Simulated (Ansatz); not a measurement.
**Molecular dynamics of C2H3ClO**

Input:

```yaml
crystal:
  periodic: [false, false, false]
  atoms:
    - { symbol: C, position_ang: [-0.182932, 0.396414, 0.811335] }
    - { symbol: C, position_ang: [-0.199719, -0.171478, -0.410926] }
    - { symbol: O, position_ang: [0.860745, -0.667976, -1.182238] }
    - { symbol: Cl, position_ang: [-1.740225, -0.400021, -1.327153] }
    - { symbol: H, position_ang: [-1.102693, 0.736791, 1.28678] }
    - { symbol: H, position_ang: [0.7605, 0.52514, 1.348467] }
    - { symbol: H, position_ang: [1.665624, -0.48697, -0.571966] }
basis:
  gaussian: { orbitals: STO-3G }
hamiltonian:
  xc: r2scan
md:
  timestep: 0.5
  n_steps: 100
  ensemble: nve
  temperature: 1000.0
  initial_velocities: maxwell_boltzmann
  seed: 591473
```

Run as:

```bash
$ ansatz run input.yaml --threads 1 --pin off --max-ram 2048MiB --backend cpu --events-out ev --progress --plain --runs-dir out
```

It starts from a relaxed structure.

Output, in part (one step line in 2, the closing report, with atoms numbered from 0):

```
md step     0: t =     0.00 fs  T =  1000.0 K  F+E_penalty+E_count = -16498.86451645 eV  E_kin = 0.646300 eV  conserved = -16498.21821645 eV  (21 SCF iters)
md step     2: t =     1.00 fs  T =   896.5 K  F+E_penalty+E_count = -16498.79550913 eV  E_kin = 0.579398 eV  conserved = -16498.21611068 eV  (27 SCF iters)
md step     4: t =     2.00 fs  T =   733.4 K  F+E_penalty+E_count = -16498.68789708 eV  E_kin = 0.473971 eV  conserved = -16498.21392565 eV  (27 SCF iters)
md step     6: t =     3.00 fs  T =   692.6 K  F+E_penalty+E_count = -16498.66228420 eV  E_kin = 0.447628 eV  conserved = -16498.21465646 eV  (26 SCF iters)
md step     8: t =     4.00 fs  T =   721.1 K  F+E_penalty+E_count = -16498.68277634 eV  E_kin = 0.466060 eV  conserved = -16498.21671637 eV  (27 SCF iters)
md step    10: t =     5.00 fs  T =   645.3 K  F+E_penalty+E_count = -16498.63438250 eV  E_kin = 0.417028 eV  conserved = -16498.21735441 eV  (27 SCF iters)
md step    12: t =     6.00 fs  T =   427.9 K  F+E_penalty+E_count = -16498.49153528 eV  E_kin = 0.276572 eV  conserved = -16498.21496371 eV  (27 SCF iters)
md step    14: t =     7.00 fs  T =   281.3 K  F+E_penalty+E_count = -16498.39485911 eV  E_kin = 0.181803 eV  conserved = -16498.21305565 eV  (27 SCF iters)
md step    16: t =     8.00 fs  T =   349.2 K  F+E_penalty+E_count = -16498.44144457 eV  E_kin = 0.225710 eV  conserved = -16498.21573504 eV  (27 SCF iters)
md step    18: t =     9.00 fs  T =   424.3 K  F+E_penalty+E_count = -16498.49182445 eV  E_kin = 0.274207 eV  conserved = -16498.21761761 eV  (27 SCF iters)
md step    20: t =    10.00 fs  T =   333.9 K  F+E_penalty+E_count = -16498.43209746 eV  E_kin = 0.215816 eV  conserved = -16498.21628164 eV  (27 SCF iters)
md step    22: t =    11.00 fs  T =   185.5 K  F+E_penalty+E_count = -16498.33382484 eV  E_kin = 0.119913 eV  conserved = -16498.21391152 eV  (28 SCF iters)
md step    24: t =    12.00 fs  T =   183.3 K  F+E_penalty+E_count = -16498.33220153 eV  E_kin = 0.118483 eV  conserved = -16498.21371841 eV  (22 SCF iters)
md step    26: t =    13.00 fs  T =   339.3 K  F+E_penalty+E_count = -16498.43561426 eV  E_kin = 0.219274 eV  conserved = -16498.21634030 eV  (27 SCF iters)
md step    28: t =    14.00 fs  T =   433.7 K  F+E_penalty+E_count = -16498.49826468 eV  E_kin = 0.280301 eV  conserved = -16498.21796353 eV  (27 SCF iters)
md step    30: t =    15.00 fs  T =   341.8 K  F+E_penalty+E_count = -16498.43654233 eV  E_kin = 0.220876 eV  conserved = -16498.21566623 eV  (27 SCF iters)
md step    32: t =    16.00 fs  T =   258.7 K  F+E_penalty+E_count = -16498.38054076 eV  E_kin = 0.167217 eV  conserved = -16498.21332340 eV  (23 SCF iters)
md step    34: t =    17.00 fs  T =   368.6 K  F+E_penalty+E_count = -16498.45362008 eV  E_kin = 0.238233 eV  conserved = -16498.21538725 eV  (27 SCF iters)
md step    36: t =    18.00 fs  T =   519.5 K  F+E_penalty+E_count = -16498.55280000 eV  E_kin = 0.335769 eV  conserved = -16498.21703053 eV  (27 SCF iters)
md step    38: t =    19.00 fs  T =   553.9 K  F+E_penalty+E_count = -16498.57433711 eV  E_kin = 0.357961 eV  conserved = -16498.21637606 eV  (27 SCF iters)
md step    40: t =    20.00 fs  T =   511.0 K  F+E_penalty+E_count = -16498.54522435 eV  E_kin = 0.330276 eV  conserved = -16498.21494799 eV  (27 SCF iters)
md step    42: t =    21.00 fs  T =   515.8 K  F+E_penalty+E_count = -16498.54753322 eV  E_kin = 0.333381 eV  conserved = -16498.21415271 eV  (27 SCF iters)
md step    44: t =    22.00 fs  T =   624.9 K  F+E_penalty+E_count = -16498.61956439 eV  E_kin = 0.403867 eV  conserved = -16498.21569707 eV  (27 SCF iters)
md step    46: t =    23.00 fs  T =   707.2 K  F+E_penalty+E_count = -16498.67465745 eV  E_kin = 0.457051 eV  conserved = -16498.21760617 eV  (27 SCF iters)
md step    48: t =    24.00 fs  T =   627.4 K  F+E_penalty+E_count = -16498.62141726 eV  E_kin = 0.405502 eV  conserved = -16498.21591492 eV  (27 SCF iters)
md step    50: t =    25.00 fs  T =   528.9 K  F+E_penalty+E_count = -16498.55566287 eV  E_kin = 0.341855 eV  conserved = -16498.21380761 eV  (23 SCF iters)
md step    52: t =    26.00 fs  T =   573.6 K  F+E_penalty+E_count = -16498.58634586 eV  E_kin = 0.370739 eV  conserved = -16498.21560692 eV  (27 SCF iters)
md step    54: t =    27.00 fs  T =   634.2 K  F+E_penalty+E_count = -16498.62664681 eV  E_kin = 0.409861 eV  conserved = -16498.21678581 eV  (27 SCF iters)
md step    56: t =    28.00 fs  T =   595.5 K  F+E_penalty+E_count = -16498.60095108 eV  E_kin = 0.384882 eV  conserved = -16498.21606896 eV  (27 SCF iters)
md step    58: t =    29.00 fs  T =   503.9 K  F+E_penalty+E_count = -16498.54085638 eV  E_kin = 0.325656 eV  conserved = -16498.21519991 eV  (27 SCF iters)
md step    60: t =    30.00 fs  T =   443.1 K  F+E_penalty+E_count = -16498.50102271 eV  E_kin = 0.286379 eV  conserved = -16498.21464378 eV  (27 SCF iters)
md step    62: t =    31.00 fs  T =   460.2 K  F+E_penalty+E_count = -16498.51275123 eV  E_kin = 0.297399 eV  conserved = -16498.21535246 eV  (28 SCF iters)
md step    64: t =    32.00 fs  T =   488.5 K  F+E_penalty+E_count = -16498.53272894 eV  E_kin = 0.315741 eV  conserved = -16498.21698792 eV  (27 SCF iters)
md step    66: t =    33.00 fs  T =   415.5 K  F+E_penalty+E_count = -16498.48436154 eV  E_kin = 0.268521 eV  conserved = -16498.21584063 eV  (27 SCF iters)
md step    68: t =    34.00 fs  T =   341.0 K  F+E_penalty+E_count = -16498.43432377 eV  E_kin = 0.220394 eV  conserved = -16498.21392967 eV  (27 SCF iters)
md step    70: t =    35.00 fs  T =   403.5 K  F+E_penalty+E_count = -16498.47639504 eV  E_kin = 0.260775 eV  conserved = -16498.21561972 eV  (27 SCF iters)
md step    72: t =    36.00 fs  T =   482.7 K  F+E_penalty+E_count = -16498.52849497 eV  E_kin = 0.311963 eV  conserved = -16498.21653178 eV  (27 SCF iters)
md step    74: t =    37.00 fs  T =   487.1 K  F+E_penalty+E_count = -16498.53031645 eV  E_kin = 0.314792 eV  conserved = -16498.21552469 eV  (27 SCF iters)
md step    76: t =    38.00 fs  T =   485.1 K  F+E_penalty+E_count = -16498.52830794 eV  E_kin = 0.313523 eV  conserved = -16498.21478519 eV  (27 SCF iters)
md step    78: t =    39.00 fs  T =   542.6 K  F+E_penalty+E_count = -16498.56562933 eV  E_kin = 0.350708 eV  conserved = -16498.21492176 eV  (27 SCF iters)
md step    80: t =    40.00 fs  T =   645.2 K  F+E_penalty+E_count = -16498.63285982 eV  E_kin = 0.416991 eV  conserved = -16498.21586868 eV  (27 SCF iters)
md step    82: t =    41.00 fs  T =   702.5 K  F+E_penalty+E_count = -16498.67107971 eV  E_kin = 0.454005 eV  conserved = -16498.21707429 eV  (27 SCF iters)
md step    84: t =    42.00 fs  T =   630.9 K  F+E_penalty+E_count = -16498.62377756 eV  E_kin = 0.407757 eV  conserved = -16498.21602055 eV  (27 SCF iters)
md step    86: t =    43.00 fs  T =   534.1 K  F+E_penalty+E_count = -16498.55935173 eV  E_kin = 0.345170 eV  conserved = -16498.21418172 eV  (27 SCF iters)
md step    88: t =    44.00 fs  T =   551.1 K  F+E_penalty+E_count = -16498.57193991 eV  E_kin = 0.356196 eV  conserved = -16498.21574421 eV  (27 SCF iters)
md step    90: t =    45.00 fs  T =   573.6 K  F+E_penalty+E_count = -16498.58749161 eV  E_kin = 0.370749 eV  conserved = -16498.21674300 eV  (27 SCF iters)
md step    92: t =    46.00 fs  T =   509.2 K  F+E_penalty+E_count = -16498.54467224 eV  E_kin = 0.329084 eV  conserved = -16498.21558847 eV  (27 SCF iters)
md step    94: t =    47.00 fs  T =   439.2 K  F+E_penalty+E_count = -16498.49844987 eV  E_kin = 0.283834 eV  conserved = -16498.21461545 eV  (27 SCF iters)
md step    96: t =    48.00 fs  T =   447.9 K  F+E_penalty+E_count = -16498.50431389 eV  E_kin = 0.289488 eV  conserved = -16498.21482586 eV  (27 SCF iters)
md step    98: t =    49.00 fs  T =   517.1 K  F+E_penalty+E_count = -16498.55008913 eV  E_kin = 0.334197 eV  conserved = -16498.21589253 eV  (28 SCF iters)
md step   100: t =    50.00 fs  T =   550.3 K  F+E_penalty+E_count = -16498.57250024 eV  E_kin = 0.355636 eV  conserved = -16498.21686423 eV  (23 SCF iters)
Total energy: -16498.57250472 eV, -606.3113564144 hartree
Atom 0 at    -0.188593     0.403580     0.824795 Å, force    -2.187903    -0.676244    -2.006404 eV/Å
Atom 1 at    -0.220201    -0.274711    -0.377111 Å, force     0.802841     1.942254     1.401944 eV/Å
Atom 2 at     0.835781    -0.652110    -1.213019 Å, force     0.184104    -0.297847     0.265567 eV/Å
Atom 3 at    -1.715252    -0.386621    -1.322443 Å, force    -1.074580    -0.515169    -0.294864 eV/Å
Atom 4 at    -1.154972     0.789442     1.193117 Å, force     0.450774    -0.352670     0.018206 eV/Å
Atom 5 at     0.680229     0.859677     1.228774 Å, force     1.446567    -0.043869     0.632323 eV/Å
Atom 6 at     1.627647    -0.452529    -0.599012 Å, force     0.378197    -0.056455    -0.016772 eV/Å
Dipole moment:     0.479763     0.101929     0.271189 e Å
```

All steps were run. The conserved energy stayed within 0.74 meV per atom of its start (net change 0.19 meV per atom), so the integration is sound. A run of 0.05 ps of so small a system gives no equilibrium averages. Limits of this set-up: minimal basis.

The same pairs are bonded in the first frame and the last. Pairs count as bonded within 1.25 times the sum of covalent radii (0.12 Å more for H–H).

Last frame:

```xyz
7
Properties=species:S:1:pos:R:3
C -0.189 0.404 0.825
C -0.220 -0.275 -0.377
O 0.836 -0.652 -1.213
Cl -1.715 -0.387 -1.322
H -1.155 0.789 1.193
H 0.680 0.860 1.229
H 1.628 -0.453 -0.599
```

Run time: 3.1 min on 1 thread of Arm Neoverse V1, with other jobs on the host, peak memory 0.1 GiB.
